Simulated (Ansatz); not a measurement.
```yaml
crystal:
  periodic: [false, false, false]
  atoms:
    - {symbol: Si, position_ang: [-1.190210, 0.097257, 0.766256]}
    - {symbol: H, position_ang: [-2.216128, -1.077531, 0.923366]}
    - {symbol: H, position_ang: [-1.617299, 1.388596, 1.545501]}
    - {symbol: Si, position_ang: [-0.010569, 0.351180, -1.374682]}
    - {symbol: H, position_ang: [0.283113, 1.798743, -1.899691]}
    - {symbol: H, position_ang: [-0.318200, -0.665302, -2.527692]}
    - {symbol: Si, position_ang: [1.200994, -0.447610, 0.608643]}
    - {symbol: H, position_ang: [2.238425, 0.508932, 1.291273]}
    - {symbol: H, position_ang: [1.629863, -1.954266, 0.667036]}
basis:
  gaussian: {orbitals: "6-31G*"}
magnetization: {spin_polarized: false, initial_magnetization: 2}
hamiltonian: {xc: {name: BLYP}}
scf: {omitted_lower_state_checks: [starts]}
```

```sh
$ ansatz run in.yaml --threads 4 --pin off --events-out ev --progress --plain --max-ram 3916MiB
```

Shortened log:

```
Functional definition: BLYP
882 factors; their error is unknown
mean field evaluation 1: about -23721.4055 eV, gradient 1.5e1 eV
mean field evaluation 2: about -23718.7509 eV, gradient 2.4e1 eV
mean field evaluation 4: about -23722.1596 eV, gradient 8.7e0 eV
mean field evaluation 8: about -23722.4137 eV, gradient 5.1e0 eV
mean field evaluation 16: about -23722.5490 eV, gradient 1.4e-1 eV
mean field evaluation 32: about -23722.4607 eV, gradient 2.7e-3 eV
mean field -23722.46067026 eV, -871.7843499707 hartree, gradient 4.4e-6 eV, S^2 2.000000; 0 other end points of the search recorded, 0 dependent functions left out
reference -23722.46105652 eV, -871.7843641655 hartree; 25, 23 occupied and 44, 46 virtual orbitals, 882 factors
Total energy: -23722.46105652 eV, -871.7843641655 hartree
Checks for a lower state left out: starts
```

It took 6.5 s on 4 threads of Intel Xeon on a shared host.

The 6-31G sets use Cartesian d functions.

With spin_polarized false and unpaired electrons the run is restricted open-shell.
